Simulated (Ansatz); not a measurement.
Question: Name a neutral molecule of C, F and H with LUMO energy (B3LYP/def2-TZVPP) between 1.10 and 1.40 eV and zero-point energy (PBE0-D4/def2-TZVP) between 77 and 93 kJ/mol (Ansatz, PBE0-D4/def2-TZVP geometry).

Answer: `FCF` (1.36 eV, 86.4 kJ/mol). Other molecules can fit too; these were computed, each in one conformer that needn't be the lowest.

B3LYP here is the variant with VWN-RPA as its local correlation; programs differ in this.
